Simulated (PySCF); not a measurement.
Compound: C5H3N.
SMILES: `C(=C=C=C)C#N`

The closed-shell ground state was solved at several levels (PySCF, density fitting, gas phase, non-relativistic). Isolated species at its PBE0-D3(BJ)/def2-SVP geometry, gas phase.

```
             level  basis functions  total energy (Eh)  HOMO (eV)  LUMO (eV)  gap (eV)  dipole (D)
CAM-B3LYP/pcSseg-2              258          -246.9268      -8.87      -1.87      7.00        4.82
     PBE0/pcSseg-1              117          -246.6399      -7.72      -2.89      4.83        4.66
 wB97X-D/def2-SVPD              144          -246.6928      -9.41      -1.24      8.17        4.82
```

**Question.** Estimate the row for B3LYP/pcJ-1, a basis of 192 functions; the other rows only guide the guess.

**Answer.** Total energy -246.9851 Eh, HOMO -7.49 eV, LUMO -3.03 eV, gap 4.46 eV, dipole 4.65 D.

**Question.** Over all these levels, which gives the widest orbital gap and which the narrowest?

**Answer.** wB97X-D/def2-SVPD (range-separated hybrid) has the widest, 8.17 eV, and B3LYP/pcJ-1 (global hybrid, 20 % exact exchange) the narrowest, 4.46 eV. Functional and basis both differ between the two, so the spread mixes both effects.

**Question.** How far do the dipole and the HOMO energy spread over the levels?

**Answer.** The dipole runs from 4.65 to 4.82 D (mean 4.74 D) and the HOMO from -9.41 to -7.49 eV.

The pairwise dispersion term of wB97X-D wasn't added to the energies; at a given geometry it leaves orbitals and properties as they are.
